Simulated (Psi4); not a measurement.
**C3H4F2 (SMILES F/C=C\CF) at BHLYP/6-31G(d) (spherical functions)**

Aim: the vertical singlet–triplet gap of C3H4F2 at BHLYP/6-31G* (spherical functions), from 2 runs. 

The calculation is run with Psi4 1.11.

**1. The structure to begin with**

C3H4F2 has 9 atoms, charge 0, and is taken as a singlet. As SMILES, `F/C=C\CF`. Geometry: relaxed at PBE0-D4/def2-TZVP. This is one conformer, not always the lowest.

Bond lengths: F1–C2 1.336 Å, C2–C3 1.320 Å, C3–C4 1.485 Å, C4–F5 1.387 Å, C2–H6 1.084 Å, C3–H7 1.084 Å, C4–H8 1.095 Å, C4–H9 1.091 Å. Some angles: F1–C2–C3 122.6°, C2–C3–C4 124.9°, C3–C4–F5 109.9°, F1–C2–H6 112.2°, C3–C2–H6 125.2°, C2–C3–H7 117.2°, C4–C3–H7 117.9°, C3–C4–H8 111.0°, C3–C4–H9 111.5°, F5–C4–H8 107.0°.

**2. Energy and forces at BHLYP/6-31G(d) (spherical functions)**

Input file input.json:

```json
{
  "schema_name": "qcschema_input",
  "schema_version": 1,
  "molecule": {
    "schema_name": "qcschema_molecule",
    "schema_version": 2,
    "symbols": ["F", "C", "C", "C", "F", "H", "H", "H", "H"],
    "geometry": [-3.34727188, 1.31562733, -1.4441287, -1.43014473, -0.15835905, -2.17091737, 0.51003708, -0.67160866, -0.68842723, 0.83053463, 0.29328549, 1.92638681, 3.1305203, 1.53332378, 2.14238251, -1.67977755, -0.86681737, -4.07595028, 1.96985051, -1.89218277, -1.44677432, 0.84999881, -1.25988041, 3.29322572, -0.66631743, 1.61911734, 2.43188855],
    "molecular_charge": 0,
    "molecular_multiplicity": 1,
    "fix_symmetry": "c1",
    "fix_com": true,
    "fix_orientation": true
  },
  "driver": "gradient",
  "model": {
    "method": "bhhlyp",
    "basis": "6-31G*"
  },
  "keywords": {
    "puream": true,
    "e_convergence": 1e-09,
    "d_convergence": 1e-08,
    "scf_type": "pk",
    "dft_radial_points": 99,
    "dft_spherical_points": 590,
    "scf_properties": ["MAYER_INDICES", "LOWDIN_CHARGES", "WIBERG_LOWDIN_INDICES"]
  }
}
```

Launch:

```bash
$ psi4 --qcschema input.json -n 1 --memory 2200MB
```

stdout:

```text
[...]
  Running in c1 symmetry.
[...]
  Nuclear repulsion =  168.442552202306160
[...]
  Multiplicity = 1
[...]
  Nalpha       = 20
  Nbeta        = 20
[...]
    Number of basis functions: 78
[...]
   @RKS iter   1:  -316.11627119932746   -5.53174e-01   5.67902e-03 ADIIS/DIIS
[...]
   @RKS iter  12:  -316.21151958164950   -1.87583e-12   4.71531e-09 DIIS
[...]
    Orbital Energies [Eh]
    ---------------------
    Doubly Occupied:
       1A    -25.328618     2A    -25.280721     3A    -10.686741
       4A    -10.668262     5A    -10.600990     6A     -1.388715
       7A     -1.333777     8A     -0.918681     9A     -0.798955
      10A     -0.687288    11A     -0.625891    12A     -0.593693
      13A     -0.570170    14A     -0.553139    15A     -0.549416
      16A     -0.504008    17A     -0.470513    18A     -0.415494
      19A     -0.414331    20A     -0.319268
[...]
  @RKS Final Energy:  -316.21151958164950
   => Energetics <=
    Nuclear Repulsion Energy =            168.4425522023061603
    One-Electron Energy =                -769.4720518497725834
    Two-Electron Energy =                 304.8605702413689187
    DFT Exchange-Correlation Energy =     -20.0425901755520002
    Empirical Dispersion Energy =           0.0000000000000000
    VV10 Nonlocal Energy =                  0.0000000000000000
    Total Energy =                       -316.2115195816494975
[...]
 Multipole Moments:
 ------------------------------------------------------------------------------------
     Multipole            Electronic (a.u.)      Nuclear  (a.u.)        Total (a.u.)
 ------------------------------------------------------------------------------------
 L = 1.  Multiply by 2.5417464519 to convert [e a0] to [Debye]
 Dipole X            :          1.7447696           -2.0144480           -0.2696784
 Dipole Y            :        -20.6846762           20.0207035           -0.6639727
 Dipole Z            :         -1.2038152            0.8889272           -0.3148880
 Magnitude           :                                                    0.7827775
[...]
  -Total Gradient:
     Atom            X                  Y                   Z
    ------   -----------------  -----------------  -----------------
       1       -0.001894491007     0.001315309581     0.000192845442
       2       -0.001574244465     0.001521194848     0.000970002594
       3        0.000817406493     0.002239295174     0.007185260428
       4       -0.001662399682    -0.003103546731    -0.006399375489
       5        0.004882450802     0.003195647002     0.000855095014
       6       -0.000580864845    -0.001947859920    -0.005230341347
       7        0.002738558844    -0.002888045511    -0.002280051375
       8        0.000452579072    -0.003971121269     0.003178200868
       9       -0.003189370353     0.003637924873     0.001531619039
[...]
```

It took 13 s on 1 thread of Intel Xeon 6975P-C (Granite Rapids), shared host; peak memory 1.3 GiB.

**3. The triplet at the same level**

Input file job.json:

```json
{
  "schema_name": "qcschema_input",
  "schema_version": 1,
  "molecule": {
    "schema_name": "qcschema_molecule",
    "schema_version": 2,
    "symbols": ["F", "C", "C", "C", "F", "H", "H", "H", "H"],
    "geometry": [-3.34727188, 1.31562733, -1.4441287, -1.43014473, -0.15835905, -2.17091737, 0.51003708, -0.67160866, -0.68842723, 0.83053463, 0.29328549, 1.92638681, 3.1305203, 1.53332378, 2.14238251, -1.67977755, -0.86681737, -4.07595028, 1.96985051, -1.89218277, -1.44677432, 0.84999881, -1.25988041, 3.29322572, -0.66631743, 1.61911734, 2.43188855],
    "molecular_charge": 0,
    "molecular_multiplicity": 3,
    "fix_symmetry": "c1"
  },
  "driver": "gradient",
  "model": {
    "method": "bhhlyp",
    "basis": "6-31G*"
  },
  "keywords": {
    "reference": "uks",
    "puream": true,
    "e_convergence": 1e-09,
    "d_convergence": 1e-08,
    "scf_type": "pk",
    "dft_radial_points": 99,
    "dft_spherical_points": 590,
    "maxiter": 100
  }
}
```

Launch:

```bash
$ psi4 --qcschema job.json -n 1 --memory 2200MB
```

stdout, shortened:

```text
[...]
  Running in c1 symmetry.
[...]
  Nuclear repulsion =  168.442552202306160
[...]
  Multiplicity = 3
[...]
  Nalpha       = 21
  Nbeta        = 19
[...]
    Number of basis functions: 78
[...]
   @UKS iter   1:  -315.94601676967324   -3.82919e-01   5.27356e-03 DIIS/ADIIS
[...]
   @UKS iter  14:  -316.05061828259574   -8.41283e-12   8.91826e-09 DIIS
[...]
   @S^2 Observed:                2.009376960E+00
[...]
  @UKS Final Energy:  -316.05061828259574
   => Energetics <=
    Nuclear Repulsion Energy =            168.4425522023061603
    One-Electron Energy =                -769.3097598902830896
    Two-Electron Energy =                 304.8854572382322203
    DFT Exchange-Correlation Energy =     -20.0688678328510264
    Empirical Dispersion Energy =           0.0000000000000000
    VV10 Nonlocal Energy =                  0.0000000000000000
    Total Energy =                       -316.0506182825957353
[...]
 Multipole Moments:
 ------------------------------------------------------------------------------------
     Multipole            Electronic (a.u.)      Nuclear  (a.u.)        Total (a.u.)
 ------------------------------------------------------------------------------------
 L = 1.  Multiply by 2.5417464519 to convert [e a0] to [Debye]
 Dipole X            :         -0.6141399            0.4028085           -0.2113314
 Dipole Y            :          2.5028986           -3.1846751           -0.6817765
 Dipole Z            :          0.0201427           -0.2769026           -0.2567599
 Magnitude           :                                                    0.7585550
[...]
  -Total Gradient:
     Atom            X                  Y                   Z
    ------   -----------------  -----------------  -----------------
       1       -0.005189847449    -0.001735358013    -0.010766256772
       2        0.162834712496    -0.030871696071     0.151142516840
       3       -0.156607542493     0.036781823259    -0.133675777608
       4        0.000911232961     0.003364974016     0.007217486750
       5       -0.000687061664    -0.000178214744    -0.002983629286
       6       -0.000359000186    -0.003509535783    -0.007290886304
       7        0.002500848421    -0.003619745434    -0.004411281738
       8       -0.000787349367    -0.003823515168    -0.000303276910
       9       -0.002625816530     0.003590746568     0.001075052839
[...]
```

Wall time 25 s (1 thread of Intel Xeon 6975P-C (Granite Rapids), shared host); peak memory 1.3 GiB.

**4. Outcome**

At BHLYP/6-31G* (spherical functions):

| quantity | value |
| --- | --- |
| singlet: total energy | -316.21152 Eh |
| singlet: dipole moment | 1.99 D |
| singlet: HOMO energy | -8.69 eV |
| singlet: LUMO energy | 1.61 eV |
| singlet: HOMO–LUMO gap | 10.30 eV |
| singlet: largest force on an atom | 0.389 eV/Å |
| triplet: total energy | -316.05062 Eh |
| triplet: dipole moment | 1.93 D |
| triplet: HOMO energy (highest over α and β) | -4.35 eV |
| triplet: LUMO energy (lowest over α and β) | -2.74 eV |
| triplet: ⟨S²⟩ | 2.009 |
| triplet: largest force on an atom | 11.534 eV/Å |
| vertical energy of the triplet above the singlet | 4.378 eV |

In words: At this shape the triplet lies 4.38 eV (422 kJ/mol) above the singlet. The largest force (singlet) is 0.39 eV/Å: the shape isn't a stationary point for this species at this level.
